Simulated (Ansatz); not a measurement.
# BSiH2 (H-bridged), doublet: reading a ladder of total energies

Geometry: a PBE0/def2-TZVP stationary point for this spin, not checked as a minimum.

| atom | x (Å) | y (Å) | z (Å) |
| --- | --- | --- | --- |
| Si | 0.0000 | -0.0053 | 0.5948 |
| B | 0.0000 | -0.0779 | -1.2479 |
| H | 0.0000 | 1.1505 | -0.7602 |
| H | 0.0000 | -0.1670 | -2.4296 |

Basis cc-pVTZ; Ansatz 0.2.0. Only valence electrons are correlated (noble-gas cores frozen), which leaves 9 electrons in 86 orbitals. Prefix R: restricted or restricted open-shell reference; prefix U: unrestricted.

Full CI isn't at hand for all of this; UCCSDT(Q) serves as the reference, and is uncertain by about the last step of the cluster series.

Runs differ by some tens of microhartree through their thresholds and, for an open shell, their frozen cores, so steps under 0.03 kcal/mol mean nothing.

```tsv
level	total energy (hartree)
UHF	-314.690803
UMP2	-314.882001
UCCSD	-314.913379
UCCSD(T)	-314.923862
UCCSDT	-314.925293
UCCSDT(Q)	-314.925908
```

Task: What is the correlation energy at UCCSDT(Q), and what share of it do UMP2 and UCCSDT recover?

Result: E(corr) = -314.925908 − (-314.690803) = -0.235105 hartree = -6.398 eV. UMP2: -0.191198 / -0.235105 = 81.32 %. UCCSDT: -0.234490 / -0.235105 = 99.74 %.

Task: By how many kcal/mol does UCCSD(T) miss UCCSDT(Q) (1 hartree = 627.509 kcal/mol), and which steps make up the rest?

Result: -314.923862 − (-314.925908) = 0.002046 hartree = 1.28 kcal/mol. Steps: UCCSDT − UCCSD(T) = -0.90, UCCSDT(Q) − UCCSDT = -0.39 kcal/mol. Differences between like states or geometries often cancel part of this.
